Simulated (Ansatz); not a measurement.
Input file:

```yaml
crystal:
  periodic: [false, false, false]
  atoms:
    - {symbol: P, position_ang: [0.000000, -0.078768, 0.000000]}
    - {symbol: H, position_ang: [0.000000, 1.210268, -1.328095]}
    - {symbol: H, position_ang: [0.000000, 1.210266, 1.328097]}
basis:
  gaussian: {orbitals: 6-31G}
total_charge: 1
magnetization: {spin_polarized: true, initial_magnetization: 0}
correlation: {method: bccd, electrons: outside_noble_gas, diis_vectors: 12}
output: {forces: true}
```

```sh
$ ansatz run in.yaml --threads 1 --pin off --events-out ev --progress --plain --max-ram 2393MiB
```

The program prints:

```
204 factors; integrals over basis functions are off by at most 2.5e-4 eV
mean field evaluation 1: about -9289.5594 eV, gradient 2.6e0 eV
mean field evaluation 2: about -9289.5586 eV, gradient 2.6e0 eV
mean field evaluation 4: about -9289.6145 eV, gradient 1.2e-1 eV
mean field evaluation 8: about -9289.6149 eV, gradient 7.4e-6 eV
mean field evaluation 16: about -9289.6578 eV, gradient 2.7e-2 eV
mean field evaluation 32: about -9289.6581 eV, gradient 1.3e-4 eV
mean field evaluation 64: about -9289.6149 eV, gradient 2.8e-6 eV
mean field evaluation 96: about -9289.6579 eV, gradient 4.5e-3 eV
mean field evaluation 128: about -9289.1725 eV, gradient 7.7e-1 eV
mean field evaluation 160: about -9288.5949 eV, gradient 2.4e0 eV
...
cycle  14  -2.50925276 eV  change   -1.7e-5 eV  update   1.2e-5
cycle  15  -2.50925042 eV  change    2.3e-6 eV  update   5.2e-6
cycle  16  -2.50924731 eV  change    3.1e-6 eV  update   2.1e-6
cycle  17  -2.50924599 eV  change    1.3e-6 eV  update   1.0e-6
cycle  18  -2.50924550 eV  change    4.9e-7 eV  update   4.1e-7
cycle  19  -2.50924548 eV  change    2.2e-8 eV  update   1.9e-7
cycle  20  -2.50924554 eV  change   -6.0e-8 eV  update   1.0e-7
cycle  21  -2.50924559 eV  change   -5.1e-8 eV  update   5.9e-8
cycle  22  -2.50924560 eV  change   -5.3e-9 eV  update   4.7e-8
cycle  23  -2.50924572 eV  change   -1.3e-7 eV  update   3.4e-8
the calculation of the forces begins
Total energy: -9292.16739337 eV, -341.4808532492 hartree
Atom 0 at     0.000000    -0.078768     0.000000 Å, force    -0.000000     3.428952     0.000003 eV/Å
Atom 1 at     0.000000     1.210268    -1.328095 Å, force     0.000000    -1.714477     1.812821 eV/Å
Atom 2 at     0.000000     1.210266     1.328097 Å, force     0.000000    -1.714475    -1.812824 eV/Å
Dipole moment:    -0.000020     0.189039     0.000000 e Å
```

Forces (eV/Å):
```
P    0.000  3.429  0.000
H    0.000 -1.714  1.813
H    0.000 -1.714 -1.813
```

Ran on 1 thread of Intel Xeon, shared host: 2.2 s wall, 0.14 GiB peak host memory.
